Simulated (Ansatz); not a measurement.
**BNH2 (triplet): wave-function methods side by side, cc-pVDZ**

How much of the correlation energy of BNH2 (triplet) does each wave-function method recover here?

Method: cc-pVDZ, correlated electrons: outside noble gas; program: Ansatz 0.2.0, Gaussian basis.

To be run: UHF; CCSD(T) on ROHF; CCSD(T) on UHF; BCCD(T) on ROHF; CISD; CCSDT(Q) on ROHF; CCSDT(Q) on UHF; CASSCF and MRCISD+Q, 10 electrons in 10 orbitals; CASSCF and NEVPT2, 10 electrons in 10 orbitals.

### 1 The system

The geometry is a PBE0/def2-TZVP stationary point (not a proven minimum).

4 atoms, charge 0, spin multiplicity 3.

Atoms are counted from 1 here; the program's logs count them from 0.

Bond lengths: B1–N2 1.376 Å, B1–H3 1.215 Å, N2–H4 1.012 Å. Angles: N2–B1–H3 113.0°, B1–N2–H4 139.9°.

In the tables R marks a restricted open-shell determinant and U an unrestricted one; 'valence' is the active space of 10 electrons in 10 orbitals; correlation energies count from the lowest restricted Hartree-Fock solution.

### 2 UHF

Contents of in.yaml:

```yaml
crystal:
  periodic: [false, false, false]
  atoms:
    - {symbol: B, position_ang: [0.000000, -0.124007, 0.773899]}
    - {symbol: N, position_ang: [0.000000, -0.022422, -0.597982]}
    - {symbol: H, position_ang: [0.000000, 0.956413, 1.330586]}
    - {symbol: H, position_ang: [0.000000, 0.685254, -1.321528]}
basis:
  gaussian: {orbitals: cc-pVDZ}
magnetization: {spin_polarized: true, initial_magnetization: 2}
hamiltonian: {xc: hf}
output: {orbitals: {seedname: orbitals}}
```

Run with:

```bash
$ ansatz run in.yaml --threads 1 --pin off --events-out ev --progress --plain --max-ram 2393MiB
```

Further steps of the session: CCSD(T) on ROHF; CCSD(T) on UHF; BCCD(T) on ROHF; CISD; CCSDT(Q) on ROHF; CCSDT(Q) on UHF; CASSCF and MRCISD+Q, 10 electrons in 10 orbitals; CASSCF and NEVPT2, 10 electrons in 10 orbitals.

Q: Predict the results of all the runs planned. Wanted: correlation energy, UCCSDT(Q); RMP2 from UCCSDT(Q); UMP2 from UCCSDT(Q); RCCSD from UCCSDT(Q); RCCSD(T) from UCCSDT(Q); UCCSD(T) from UCCSDT(Q); RCCSDT(Q) from UCCSDT(Q); NEVPT2 valence from UCCSDT(Q); MRCISD+Q valence from UCCSDT(Q).

As calculated:

| quantity | value |
| --- | --- |
| correlation energy, UCCSDT(Q) | -6.4953 eV |
| RMP2 from UCCSDT(Q) | +1023.3 meV |
| UMP2 from UCCSDT(Q) | +1028.0 meV |
| RCCSD from UCCSDT(Q) | +230.2 meV |
| RCCSD(T) from UCCSDT(Q) | +50.2 meV |
| UCCSD(T) from UCCSDT(Q) | +50.3 meV |
| RCCSDT(Q) from UCCSDT(Q) | +1.8 meV |
| NEVPT2 valence from UCCSDT(Q) | +889.3 meV |
| MRCISD+Q valence from UCCSDT(Q) | +43.6 meV |
| levels within 1 kcal/mol (43 meV) | RCCSDT, UCCSDT, RCCSDT(Q) |
| T1 diagnostic | 0.028 |
| effectively unpaired electrons | 2.02 |

RCCSD(T) lands +50.2 meV from the yardstick (0.8 % of the correlation energy). One determinant dominates. Of the multireference levels listed MRCISD+Q valence comes nearest (+43.6 meV). These misses are within one basis and frozen core, not against nature; frozen cores of the runs differ by up to some meV.
